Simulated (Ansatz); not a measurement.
Molecule: CHF2 (charge -1, singlet). It need not be the lowest isomer of its formula. Whether it binds its extra electron was not tested at this geometry. 
Structure (B3LYP-D3(BJ)/def2-TZVP (Ansatz, a first-principles code) minimum search):
```xyz
4

C     -0.1471    -0.0130     0.6529
F      0.0165     1.1422    -0.2516
F     -0.0172    -1.1293    -0.3045
H      0.8882    -0.0385     1.0874
```
Charge -1, spin multiplicity 1.

Basis-set convergence of Hartree-Fock and CCSD correlation energies (hartree) with Ansatz. Cores are frozen in the correlated levels unless marked. No spin-orbit coupling. No relativistic terms.

| basis | functions | E(HF) | E(corr, CCSD) |
|---|---|---|---|
| aug-cc-pVDZ | 78 | -237.27416 | -0.58189 |
| aug-cc-pVTZ | 161 | … | … |

Q: Fill in the missing entries.

A: 
- aug-cc-pVTZ, E(HF): -237.33470
- aug-cc-pVTZ, E(corr, CCSD): -0.71073
